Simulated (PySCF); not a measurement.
# Lithium: a sound run and one with changed settings

Sound run: Li [He] 2s1, Li+ 1s2. All numbers are calculated (PySCF 2.14, the non-relativistic Hamiltonian (point nucleus), in def2-TZVP). The sound run starts from symmetry-adapted Hartree-Fock orbitals and uses a fine grid where one is needed.

A second run was set up differently.

```tsv
species	method	sound run (hartree)	changed run (hartree)	converged
Li	UHF	-7.43268	-7.43268	yes
Li	r2SCAN	-7.47954	-7.48378	yes
Li	TPSS	-7.48861	-7.48582	yes
Li+	UHF	-7.23637	-7.23637	yes
Li+	r2SCAN	-7.28156	-7.28279	yes
Li+	TPSS	-7.28641	-7.28462	yes
```

Ionisation energy of Li:

```tsv
method	sound run (eV)	changed run (eV)
UHF	5.342	5.342
r2SCAN	5.387	5.469
TPSS	5.502	5.475
```

Q: What was changed?
A. radial grid too coarse
B. a valence shell is frozen
C. too few SCF iterations
D. minimal basis

A: A. It used radial step 0.8 in ln r (0.13 in the sound run). A coarse radial grid mis-integrates the density and the exchange-correlation energy, with errors of either sign; Hartree-Fock needs no grid.
